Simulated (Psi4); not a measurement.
# [NH4]+ (ammonium): wB97X-D/def2-TZVPP (sweep point 4)

Aim: a structure relaxation of [NH4]+ (ammonium). 

The calculation is run with Psi4 1.11.

## (1) The system as given

The species is [NH4]+ (5 atoms), meant as a singlet with charge +1. SMILES: `[NH4+]`. Geometry: relaxed at GFN2-xTB. The run starts from this shape.

Bond lengths: N1–H2 1.030 Å, N1–H3 1.029 Å, N1–H4 1.030 Å, N1–H5 1.030 Å. Angles: H2–N1–H3 109.5°, H2–N1–H4 109.4°, H2–N1–H5 109.5°, H3–N1–H4 109.5°, H3–N1–H5 109.4°, H4–N1–H5 109.5°.

## (2) A geometry optimisation at wB97X-D/def2-TZVPP (sweep point 4)

calc.inp

```
memory 1600 mb

molecule molecule1 {
  1 1
  N      0.00015118     0.00009449    -0.00001890
  H      0.86146945    -0.85173736     1.52245785
  H     -1.84796318     0.41109102     0.44701471
  H      0.04550461    -1.20441695    -1.52731445
  H      0.94085684     1.64496880    -0.44213922
  units bohr
  symmetry c1
}

set globals {
  reference            rks
  puream               true
  scf_type             pk
  dft_radial_points    99
  dft_spherical_points 590
  g_convergence        gau_tight
  geom_maxiter         50
}

E, wfn = optimize('wb97x-d/def2-TZVPP', return_wfn=True)
```

Started as:

```console
psi4 -i calc.inp -o calc.out -n 1
```

What values should one expect? Wanted: total energy at the end; HOMO energy; LUMO energy; HOMO–LUMO gap; dispersion energy.

Answer, from the run:

At wB97X-D/def2-TZVPP (sweep point 4):

| quantity | value |
| --- | --- |
| total energy at the end | -56.91080 Eh |
| HOMO energy | -24.80 eV |
| LUMO energy | -3.89 eV |
| HOMO–LUMO gap | 20.90 eV |
| dispersion energy | -0.72 kJ/mol |

At the final geometry: Bond lengths: N1–H2 1.022 Å, N1–H3 1.022 Å, N1–H4 1.022 Å, N1–H5 1.022 Å. Angles: H2–N1–H3 109.5°, H2–N1–H4 109.5°, H2–N1–H5 109.5°, H3–N1–H4 109.5°, H3–N1–H5 109.5°, H4–N1–H5 109.5°. The optimisation took 14 steps and changed the energy by -0.005 eV.
